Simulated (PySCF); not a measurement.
Species: C₂H₂F₂O.
Atom-mapped SMILES: `[F:1][C:2]1([F:3])[CH2:4][O:5]1` (hydrogens: H6, H7 on C4)

Structure used (PBE0-D3(BJ)/def2-SVP), in Å, numbered top down from 1:
```xyz
7
C2H2F2O angstrom
F      1.7128    0.2755   -0.3899
C      0.5880   -0.2994    0.0206
F      0.7237   -1.6175   -0.0730
C     -0.6992    0.3505   -0.0948
O      0.0375    0.1774    1.1498
H     -1.6066   -0.2579   -0.1777
H     -0.7557    1.3843   -0.4527
```

The calculation used PySCF 2.14.0, density-fitted response routines, TDDFT PBE0/def2-SVPD, vertical, gas phase, core orbitals frozen in the response.

Kohn–Sham orbitals with the atoms that hold most of them (Löwdin shares over 4%, at most four atoms; ? is withheld):

```json
{"orbital": "HOMO-3", "ε (eV)": "-12.33", "atoms": "O5 40%, F1 18%, F3 18%, C4 15%"}
{"orbital": "HOMO-2", "ε (eV)": "-12.16", "atoms": "F3 44%, F1 44%, C4 6%"}
{"orbital": "HOMO-1", "ε (eV)": "-9.66", "atoms": "?"}
{"orbital": "HOMO", "ε (eV)": "-9.55", "atoms": "?"}
{"orbital": "LUMO", "ε (eV)": "0.76", "atoms": "C4 35%, H6 16%, H7 16%, C2 14%"}
{"orbital": "LUMO+1", "ε (eV)": "0.92", "atoms": "O5 30%, C4 26%, H6 12%, H7 12%"}
{"orbital": "LUMO+2", "ε (eV)": "1.62", "atoms": "C2 20%, F1 17%, F3 17%, O5 17%"}
```

Give the leading atoms of the HOMO.

O5 (bonded to 2 C) 65%; C4 (bonded to C, O and 2 H) 13%; H6 (bonded to C) 6%; H7 (bonded to C) 6%. By element: oxygen 65%, carbon 13% or more, hydrogen 12%.

Which atoms hold the HOMO-1, and with what shares?

C4 (bonded to C, O and 2 H) 26%; O5 (bonded to 2 C) 26%; C2 (bonded to C, 2 F and O) 18%; F3 (bonded to C) 13%. By element: carbon 44%, oxygen 26%, fluorine 13% or more.

How does S1 compare with the orbital gap of 10.31 eV?

S1 is at 8.50 eV (f = 0.0058), 1.81 eV below the gap, made of HOMO→LUMO+1 (95%). Its leading pair isn't HOMO and LUMO; the energies of that pair differ by 10.47 eV. Without the coupling terms of the response equations the lowest excitation would equal the gap.

Give energy, strength and leading configuration of S1, S2, S3 and S4, and follow the Löwdin shares of the leading atoms from the occupied to the empty orbital.

- S1 (8.50 eV, f 0.0058), HOMO→LUMO+1 (95%): O5 65% → 30%, C4 13% → 26%
- S2 (9.02 eV, f 0.0094), HOMO→LUMO (98%): O5 65% → at most 15%, C4 13% → 35%, H6 6% → 16%
- S3 (9.08 eV, f 0.085), HOMO-1→LUMO+1 (95%): C4 26% → 26%, O5 26% → 30%
- S4 (9.15 eV, f 0.010), HOMO-1→LUMO (97%): C4 26% → 35%, O5 26% → at most 15%, H6 at most 14% → 16%
